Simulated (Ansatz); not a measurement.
in.yaml

```yaml
crystal:
  periodic: [false, false, false]
  atoms:
    - {symbol: W, position_ang: [0.000000, 0.000000, -2.037445]}
    - {symbol: Si, position_ang: [0.000000, 0.000000, -2.087445]}
    - {symbol: H, position_ang: [0.000000, -1.220253, -2.932446]}
    - {symbol: H, position_ang: [0.000000, 1.220253, -2.932446]}
basis:
  gaussian: {orbitals: def2-SVP}
total_charge: 1
magnetization: {spin_polarized: true, initial_magnetization: 3}
correlation: {method: mp2, electrons: outside_noble_gas}
accuracy: high
```

```sh
$ ansatz run in.yaml --threads 1 --pin off --events-out ev --progress --plain --max-ram 2393MiB
```

What does the program do with this input?

Converged. The input was made wrong on purpose (atoms on top of each other), so the run isn't a sound calculation of what was asked.
```
982 factors; integrals over basis functions are off by at most 3.1e-9 eV
mean field evaluation 1: about 48494.9493 eV, gradient 2.5e2 eV
mean field evaluation 2: about 48494.8145 eV, gradient 2.5e2 eV
mean field evaluation 4: about 48402.7959 eV, gradient 2.9e0 eV
mean field evaluation 8: about 48402.7266 eV, gradient 7.2e-2 eV
mean field evaluation 16: about 48402.6350 eV, gradient 1.4e-8 eV
mean field evaluation 32: about 48402.6350 eV, gradient 9.9e-6 eV
mean field evaluation 64: about 48402.8594 eV, gradient 4.0e-4 eV
mean field evaluation 96: about 48402.9705 eV, gradient 3.4e0 eV
mean field evaluation 128: about 48407.5517 eV, gradient 1.3e1 eV
mean field evaluation 160: about 48402.6350 eV, gradient 3.8e-6 eV
mean field 48402.63496206 eV, 1778.7640263715 hartree, gradient 1.4e-8 eV, S^2 3.771765; 18 other end points of the search recorded, 0 dependent functions left out
9 core orbitals not correlated, not the lowest: weight in the atoms' cores, before any rotation towards them, 0.035 or more for the frozen orbitals, at most 0.033 for the correlated occupied ones
reference 48402.63496206 eV, 1778.7640263715 hartree; 7, 4 occupied and 44, 47 virtual orbitals, 982 factors
second order -0.66131517 eV of doubles, -0.00000000 eV of singles
Total energy: 48401.97364690 eV, 1778.7397234874 hartree
```
